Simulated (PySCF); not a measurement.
Phosphabenzene, C₅H₅P.
SMILES: `c1ccpcc1`

Computed, not measured: PBE0-D3(BJ)/def2-SVP geometry optimisation, gas phase in PySCF 2.14.0.

Take the most abundant isotopes and a rigid rotor. 

Question: Give the principal moments of inertia and the rotational constants in cm⁻¹.

Answer: Ia = 98.83, Ib = 144.66, Ic = 243.48 u·Å²; 505379 MHz·u·Å²/I gives 5114, 3494 and 2076 MHz, that is A = 0.17058, B = 0.11654, C = 0.06923 cm⁻¹.

Question: Classify the top.

Answer: An asymmetric top: κ = (2 × 3494 − 5114 − 2076)/(5114 − 2076) = -0.07.

Question: Is it planar, by Δ = Ic − Ia − Ib?

Answer: Planar: Δ = Ic − Ia − Ib = 0.00 u·Å². For a rigid frame Δ = −2 Σ m c², so it vanishes when all atoms lie in the ab plane; here none is more than 0.01 Å from it.

Question: Give the coordinates in the principal-axis frame, origin at the centre of mass.

Answer: The sense of each axis is arbitrary; atoms in the order of the calculation.
| atom | mass (u) | a (Å) | b (Å) | c (Å) |
| --- | --- | --- | --- | --- |
| C1 | 12.000 | 1.748 | 0.000 | 0.000 |
| C2 | 12.000 | 1.077 | -1.224 | 0.000 |
| C3 | 12.000 | -0.310 | -1.333 | 0.000 |
| P4 | 30.974 | -1.425 | 0.000 | 0.000 |
| C5 | 12.000 | -0.310 | 1.332 | -0.001 |
| C6 | 12.000 | 1.078 | 1.224 | 0.000 |
| H7 | 1.008 | 2.841 | 0.000 | 0.001 |
| H8 | 1.008 | 1.675 | -2.141 | -0.001 |
| H9 | 1.008 | -0.747 | -2.337 | 0.000 |
| H10 | 1.008 | -0.746 | 2.337 | -0.001 |
| H11 | 1.008 | 1.676 | 2.141 | 0.000 |

Question: Which types of transition are allowed, and where do some lines up to J = 2 fall?

Answer: The dipole components are |μa| = 1.67 D, |μb| = 0.00 D, |μc| = 0.00 D; the symmetry axis of this C2v structure is a, so μb and μc vanish by symmetry and there are no b-type or c-type lines. Some lines, for components of 0.1 D or more:

| type | branch | J(Ka,Kc) | MHz | lower level (cm⁻¹) |
| --- | --- | --- | --- | --- |
| a | Q | 2(2,0) ← 2(2,1) | 608 | 0.868 |
| a | Q | 1(1,0) ← 1(1,1) | 1418 | 0.240 |
| a | Q | 2(1,1) ← 2(1,2) | 4254 | 0.564 |
| a | R | 1(0,1) ← 0(0,0) | 5569 | 0.000 |
| a | R | 2(1,2) ← 1(1,1) | 9720 | 0.240 |
| a | R | 2(0,2) ← 1(0,1) | 10531 | 0.186 |
| a | R | 2(1,1) ← 1(1,0) | 12557 | 0.287 |

Question: Estimate the classical rotational partition function at 100 K, 200 K and 500 K.

Answer: Point group C2v, symmetry number σ = 2; q = (√π/σ)·√((kT/h)³/(ABC)), k/h = 20836.6 MHz/K: 13800 at 100 K, 39200 at 200 K, 155000 at 500 K.

Stationary, but not proved a minimum. Constants of a rigid frame at the computed geometry: no zero-point averaging, no centrifugal distortion.
